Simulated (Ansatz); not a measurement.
Mulliken charges of `O=NO` from PBE/def2-TZVPP in Ansatz (PBE0-D4/def2-TZVP geometry).

```json
{"atom": "O1", "x (Å)": "0.414", "y (Å)": "0.047", "z (Å)": "1.437", "charge (e)": "-0.134"}
{"atom": "N2", "x (Å)": "0.320", "y (Å)": "-0.419", "z (Å)": "0.377", "charge (e)": "0.063"}
{"atom": "O3", "x (Å)": "-0.363", "y (Å)": "0.435", "z (Å)": "-0.493", "charge (e)": "-0.127"}
{"atom": "H4", "x (Å)": "-0.371", "y (Å)": "-0.062", "z (Å)": "-1.322", "charge (e)": "0.198"}
```

**Question.** By hand: the dipole of these point charges (1 e Å = 4.8032 D).

**Answer.** Σ q r = (-0.063, -0.100, -0.368) e Å, of length 0.387 e Å = 1.86 D.

**Question.** How does the dipole of the full density compare? (Estimate.)

**Answer.** The calculation gave: (-0.062, -0.128, -0.411) e Å, 2.09 D; the point charges give 0.89 times that, at 2° from its direction.

Point charges leave out the atoms' own dipoles, such as those of lone pairs, and Mulliken's split depends on the basis, so the close match here is no proof of good charges.
